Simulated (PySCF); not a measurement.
# CH5BO (SMILES CBO): levels of theory compared

Aim: a comparison of 6 runs (HF/STO-3G, HF/def2-SVP, B3LYP/6-31G*, B2PLYP/aug-cc-pVDZ, BLYP/def2-TZVP, MP2/cc-pVDZ) of CH5BO. 

Program for the calculation: PySCF 2.14.0.

## Step 1: The structure to begin with

CH5BO: 8 atoms, total charge 0, spin state singlet. As SMILES, `CBO`. Geometry: relaxed at PBE0-D4/def2-TZVP. This is one conformer, not always the lowest.

Bond lengths: C1–B2 1.559 Å, B2–O3 1.357 Å, C1–H4 1.092 Å, C1–H5 1.096 Å, C1–H6 1.096 Å, B2–H7 1.207 Å, O3–H8 0.960 Å. Angles: C1–B2–O3 119.4°, C1–B2–H7 121.8°, O3–B2–H7 118.7°, B2–C1–H4 113.4°, B2–C1–H5 110.2°, B2–C1–H6 110.2°, B2–O3–H8 113.1°, H4–C1–H5 108.7°, H4–C1–H6 108.7°, H5–C1–H6 105.3°.

## Step 2: Energy and forces at HF/STO-3G (run 1)

input.py reads:

```python
from pyscf import gto

mol = gto.M(
    atom=[
    ('C', (-0.618600, 0.710300, -0.324600)),
    ('B', (0.508800, -0.240100, 0.180200)),
    ('O', (0.240700, -1.558300, 0.355600)),
    ('H', (-1.568300, 0.201200, -0.499400)),
    ('H', (-0.308500, 1.205100, -1.251900)),
    ('H', (-0.780500, 1.520100, 0.395700)),
    ('H', (1.620500, 0.163100, 0.420800)),
    ('H', (0.998200, -2.058400, 0.667700)),
],
    basis='sto-3g',
    spin=0,
    verbose=3,
    max_memory=1860,
)

mf = mol.RHF()
mf.conv_tol = 1e-10
mf.kernel()
if not mf.converged:
    mf = mf.newton().run(mf.mo_coeff, mf.mo_occ)

e_final = mf.e_tot
print('Final energy', e_final)
grad = mf.nuc_grad_method().kernel()
mf.analyze()
```

Launch:

```bash
$ OMP_NUM_THREADS=1 python input.py
```

What it wrote:

```text
converged SCF energy = -138.579830054618
Final energy -138.57983005461801
--------------- RHF gradients ---------------
         x                y                z
0 C     0.0098921360    -0.0179492476     0.0062573150
1 B    -0.0301788601     0.0234131462    -0.0130194848
2 O     0.0242469894    -0.0341778156     0.0134567465
3 H    -0.0065384626    -0.0039240735    -0.0011348306
4 H     0.0034264119     0.0059114180    -0.0058966362
5 H     0.0005098754     0.0078516336     0.0043741462
6 H     0.0236784165     0.0058515069     0.0056222871
7 H    -0.0250365065     0.0130234320    -0.0096595432
----------------------------------------------
**** MO energy ****
MO #1   energy= -20.2895068038954  occ= 2
MO #2   energy= -10.9912673771183  occ= 2
MO #3   energy= -7.41178235159033  occ= 2
MO #4   energy= -1.29885573518381  occ= 2
MO #5   energy= -0.895484597987143 occ= 2
MO #6   energy= -0.664358359911966 occ= 2
MO #7   energy= -0.583945201902566 occ= 2
MO #8   energy= -0.508342230283676 occ= 2
MO #9   energy= -0.496389282596836 occ= 2
MO #10  energy= -0.463385097047779 occ= 2
MO #11  energy= -0.425026783007873 occ= 2
MO #12  energy= -0.380056431750378 occ= 2
MO #13  energy= 0.314563753592298  occ= 0
MO #14  energy= 0.577683206177802  occ= 0
MO #15  energy= 0.677859418510114  occ= 0
MO #16  energy= 0.731776157058687  occ= 0
MO #17  energy= 0.733504524242     occ= 0
MO #18  energy= 0.764097962948965  occ= 0
MO #19  energy= 0.823009085627548  occ= 0
MO #20  energy= 0.934110341474587  occ= 0
 ** Mulliken atomic charges  **
charge of    0C =     -0.18856
charge of    1B =      0.18484
charge of    2O =     -0.18006
charge of    3H =      0.03429
charge of    4H =      0.03774
charge of    5H =      0.03774
charge of    6H =     -0.08715
charge of    7H =      0.16117
Dipole moment(X, Y, Z, Debye):  1.04024, -0.46477,  0.38686
```

Run time: 1.1 s. Hardware: 1 thread of Arm Neoverse V1, shared host; peak memory 0.12 GiB.

## Step 3: Energy and forces at HF/def2-SVP (run 2)

calc.py reads:

```python
import pyscf.grad
from pyscf import gto, scf

system = gto.Mole()
system.atom = '''
C     -0.618600     0.710300    -0.324600
B      0.508800    -0.240100     0.180200
O      0.240700    -1.558300     0.355600
H     -1.568300     0.201200    -0.499400
H     -0.308500     1.205100    -1.251900
H     -0.780500     1.520100     0.395700
H      1.620500     0.163100     0.420800
H      0.998200    -2.058400     0.667700
'''
system.verbose = 4
system.basis = 'def2-svp'
system.charge = 0
system.max_memory = 1860
system.build()

hf = scf.RHF(system)
hf.conv_tol = 1e-10
hf.kernel()
if not hf.converged:
    hf = hf.newton().run(hf.mo_coeff, hf.mo_occ)

e_final = hf.e_tot
print('Final energy', e_final)
grad = hf.Gradients().kernel()
dip = hf.dip_moment()
pop, q = hf.mulliken_pop()
```

Launch:

```bash
$ OMP_NUM_THREADS=1 python calc.py
```

What it wrote:

```text
PySCF version 2.14.0

[... 62 lines left out ...]
converged SCF energy = -140.276584407884
Final energy -140.27658440788434
[... 11 lines left out ...]
Dipole moment(X, Y, Z, Debye):  1.16192, -0.23477,  0.37746
[... 37 lines left out ...]
pop of  2 O 3pz           0.72671
pop of  2 O 3dxy          0.00407
pop of  2 O 3dyz          0.00124
pop of  2 O 3dz^2         0.00123
pop of  2 O 3dxz          0.00182
pop of  2 O 3dx2-y2       0.00341
pop of  3 H 1s            0.74619
pop of  3 H 2s            0.18211
pop of  3 H 2px           0.01492
pop of  3 H 2py           0.00770
pop of  3 H 2pz           0.00429
pop of  4 H 1s            0.74237
pop of  4 H 2s            0.18930
pop of  4 H 2px           0.00586
pop of  4 H 2py           0.00795
pop of  4 H 2pz           0.01409
pop of  5 H 1s            0.74238
pop of  5 H 2s            0.18930
pop of  5 H 2px           0.00516
pop of  5 H 2py           0.01243
pop of  5 H 2pz           0.01032
pop of  6 H 1s            0.76331
pop of  6 H 2s            0.36687
pop of  6 H 2px           0.01047
pop of  6 H 2py           0.00196
pop of  6 H 2pz           0.00068
pop of  7 H 1s            0.67881
pop of  7 H 2s            0.04201
pop of  7 H 2px           0.03094
pop of  7 H 2py           0.02421
pop of  7 H 2pz           0.01916
 ** Mulliken atomic charges  **
charge of    0C =     -0.20953
charge of    1B =      0.28524
charge of    2O =     -0.26293
charge of    3H =      0.04480
charge of    4H =      0.04043
charge of    5H =      0.04041
charge of    6H =     -0.14329
charge of    7H =      0.20487
```

Wall time 2.5 s (1 thread of Arm Neoverse V1, shared host); peak memory 0.14 GiB.

Runs 3 to 5 aren't shown in full; the table further down has their settings and results.

## Step 4: Energy and gradient at MP2/cc-pVDZ (run 6)

input.py reads:

```python
# CBO
import pyscf.grad
from pyscf import gto, scf, mp

mol = gto.M(
    atom='''
C       -0.618600       0.710300      -0.324600
B        0.508800      -0.240100       0.180200
O        0.240700      -1.558300       0.355600
H       -1.568300       0.201200      -0.499400
H       -0.308500       1.205100      -1.251900
H       -0.780500       1.520100       0.395700
H        1.620500       0.163100       0.420800
H        0.998200      -2.058400       0.667700
''',
    charge=0,
    spin=0,
    basis='cc-pvdz',
    max_memory=1860,
    verbose=4,
)

mf = scf.RHF(mol)
mf.conv_tol = 1e-10
mf.kernel()
if not mf.converged:
    mf = mf.newton().run(mf.mo_coeff, mf.mo_occ)

pt = mp.MP2(mf, frozen=3).run()
energy = pt.e_tot
print(f'total energy: {energy:.8f} hartree')
grad = pt.Gradients().kernel()
mf.analyze()
```

Launch:

```bash
$ OMP_NUM_THREADS=1 python input.py
```

What it wrote:

```text
PySCF version 2.14.0

[... 83 lines left out ...]
One-electron Energy =                 -322.612517214356046
[... 8 lines left out ...]
MO #4   energy= -1.36653500667124  occ= 2
[... 6 lines left out ...]
MO #11  energy= -0.514288083377233 occ= 2
[... 6 lines left out ...]
MO #18  energy= 0.301463464122551  occ= 0
[... 6 lines left out ...]
MO #25  energy= 0.683701370037536  occ= 0
[... 6 lines left out ...]
MO #32  energy= 0.957635269586085  occ= 0
[... 6 lines left out ...]
MO #39  energy= 1.36832409749608   occ= 0
[... 6 lines left out ...]
MO #46  energy= 1.82289574122172   occ= 0
[... 6 lines left out ...]
MO #53  energy= 2.16978814020369   occ= 0
[... 6 lines left out ...]
MO #60  energy= 2.77144082448042   occ= 0
[... 6 lines left out ...]
MO #67  energy= 4.0768959466038    occ= 0
[... 39 lines left out ...]
pop of  2 O 3dxy          0.00219
pop of  2 O 3dyz          0.00073
pop of  2 O 3dz^2         0.00172
pop of  2 O 3dxz          0.00162
pop of  2 O 3dx2-y2       0.00271
pop of  3 H 1s            0.89906
pop of  3 H 2s            0.00844
pop of  3 H 2px           0.00139
pop of  3 H 2py           0.00042
pop of  3 H 2pz           0.00007
pop of  4 H 1s            0.89433
pop of  4 H 2s            0.00703
pop of  4 H 2px           0.00014
pop of  4 H 2py           0.00050
pop of  4 H 2pz           0.00127
pop of  5 H 1s            0.89433
pop of  5 H 2s            0.00703
pop of  5 H 2px           0.00012
pop of  5 H 2py           0.00109
pop of  5 H 2pz           0.00071
pop of  6 H 1s            1.05727
pop of  6 H 2s            0.00414
pop of  6 H 2px           0.00223
pop of  6 H 2py           0.00061
pop of  6 H 2pz           0.00013
pop of  7 H 1s            0.64442
pop of  7 H 2s            0.01342
pop of  7 H 2px           0.00180
pop of  7 H 2py           0.00182
pop of  7 H 2pz           0.00175
 ** Mulliken atomic charges  **
charge of    0C =     -0.38991
charge of    1B =      0.35970
charge of    2O =     -0.52628
charge of    3H =      0.09063
charge of    4H =      0.09673
charge of    5H =      0.09673
charge of    6H =     -0.06438
charge of    7H =      0.33680
Dipole moment(X, Y, Z, Debye):  1.09236, -0.24391,  0.35927
```

It took 4.5 s on 1 thread of Arm Neoverse V1, shared host; peak memory 0.26 GiB.

## Step 5: All runs side by side

```csv
run,level,integration grid,task,energy (Eh),dipole moment (D) of the reference,HOMO energy (eV),LUMO energy (eV),wall time
1,HF/STO-3G,–,gradient,-138.579830,1.20,-10.34,8.56,1.1 s
2,HF/def2-SVP,–,gradient,-140.276584,1.24,-12.20,4.17,2.5 s
3,B3LYP/6-31G* (spherical functions),5,gradient,-141.237039,1.12,-8.08,0.53,15 s
4,B2PLYP/aug-cc-pVDZ,5,energy,-141.114597,1.08,-9.98,0.28,22 s
5,BLYP/def2-TZVP,5,gradient,-141.243422,1.05,-7.04,-0.68,49 s
6,MP2/cc-pVDZ,–,gradient,-140.811199,1.18,-12.11,4.22,4.5 s
```

## Step 6: Summary of results

| quantity | value |
| --- | --- |
| run 6: total energy | -140.81120 Eh |
| run 6: dipole moment (Hartree–Fock density) | 1.18 D |
| run 6: HOMO energy (Hartree–Fock orbitals) | -12.11 eV |
| run 6: LUMO energy (Hartree–Fock orbitals) | 4.22 eV |
| run 6: HOMO–LUMO gap (Hartree–Fock orbitals) | 16.33 eV |
| run 6: correlation energy (3 core orbitals frozen) | -421.1 mEh |
| run 6: largest force on an atom | 0.669 eV/Å |

In words: Over runs 1, 2, 3, 4, 5 the dipole moment (its size) runs from 1.05 D (BLYP/def2-TZVP) to 1.24 D (HF/def2-SVP). The two ends differ in method and basis. Over runs 1, 2, 3, 4, 5 the HOMO–LUMO gap runs from 6.36 eV (BLYP/def2-TZVP) to 18.90 eV (HF/STO-3G). Totals of different functionals can't be ranked against each other. In run 1 the basis is minimal, so the values are rough. All runs together took 94 s, the longest 49 s.
